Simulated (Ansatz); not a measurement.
**Zirconium, hcp: convergence with the plane-wave cutoff**

Computed with Ansatz, PBE, scalar-relativistic PAW, on the relaxed cell (a = 3.232 Å, c = 5.174 Å (c/a = 1.601); spin not included). Errors count from a run at 420 eV on a Γ-centred 18×18×10 mesh with Fermi-Dirac smearing of 0.1 eV, extrapolated to zero width. Fixed here: mesh 11×11×6, Fermi-Dirac width 0.1 eV. The pressure holds a Pulay correction and is unreliable far below the recommended cutoff. The SCF starts from atomic densities corrected by a trained network.

```json
{"cutoff (eV)": "200", "E(σ→0) error (meV/atom)": "1200.4", "P (GPa)": "-0.81", "SCF iterations": "6"}
{"cutoff (eV)": "250", "E(σ→0) error (meV/atom)": "165.9", "P (GPa)": "0.18", "SCF iterations": "6"}
{"cutoff (eV)": "300", "E(σ→0) error (meV/atom)": "16.6", "P (GPa)": "0.05", "SCF iterations": "6"}
{"cutoff (eV)": "350", "E(σ→0) error (meV/atom)": "2.0", "P (GPa)": "0.02", "SCF iterations": "6"}
{"cutoff (eV)": "420", "E(σ→0) error (meV/atom)": "0.4", "P (GPa)": "0.00", "SCF iterations": "6"}
{"cutoff (eV)": "500", "E(σ→0) error (meV/atom)": "0.0", "P (GPa)": "-0.01", "SCF iterations": "6"}
{"cutoff (eV)": "600", "E(σ→0) error (meV/atom)": "0.0", "P (GPa)": "-0.01", "SCF iterations": "6"}
{"cutoff (eV)": "800", "E(σ→0) error (meV/atom)": "-0.1", "P (GPa)": "-0.01", "SCF iterations": "6"}
```

Q: What does the run at 150 give (cutoff)?

A: E(σ→0) error (meV/atom): 7249.8; P (GPa): 10.54; SCF iterations: 6.

Within 5 meV/atom of the last row: from 350 eV on.
